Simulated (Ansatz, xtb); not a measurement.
**Relaxing a trial structure of CHBSi**

The starting geometry of this gas-phase singlet has its atoms placed at random.

```xyz
4

C    -0.3607    1.4363    0.2897
B    -0.8406    1.2372   -0.9757
Si   -0.1283   -0.9394   -1.0324
H    -1.0600   -1.1476   -0.2845
```

Task: One run relaxed it with r2SCAN-D4/def2-SVP. What is a likely outcome?

Result: It ends as a structure given below by its coordinates. Distances that change by over a tenth: Si3–H4 (1.21 → 1.50 Å). Contacts that close: C1–Si3 (2.73 → 1.74 Å), B2–Si3 (2.29 → 1.84 Å).

The energy falls by 4.51 eV over 11 steps:

| step | E − E(last) (eV) |
| --- | --- |
| 1 | 4.508 |
| 2 | 2.382 |
| 3 | 1.719 |
| 4 | 1.272 |
| 5 | 0.778 |
| 7 | 0.074 |
| 8 | 0.015 |
| 9 | 0.001 |
| 10 | 0.000 |
| 11 | 0.000 |

Final geometry (Å):

```xyz
4

C    -0.3364    1.2787    0.1140
B    -0.4729    1.3649   -1.2973
Si   -0.6786   -0.2983   -0.5426
H    -0.9017   -1.7588   -0.2769
```

From the same start GFN2-xTB reaches the same bonding as this run.

From so rough a start the end depends on the optimiser's path, so another program may land elsewhere. No frequencies were run, so the end isn't proven a minimum. Run with Ansatz 0.2.0, 16 s on 1 thread of AMD EPYC 7R43 64-Core Processor (Zen 3), with other jobs on the host.
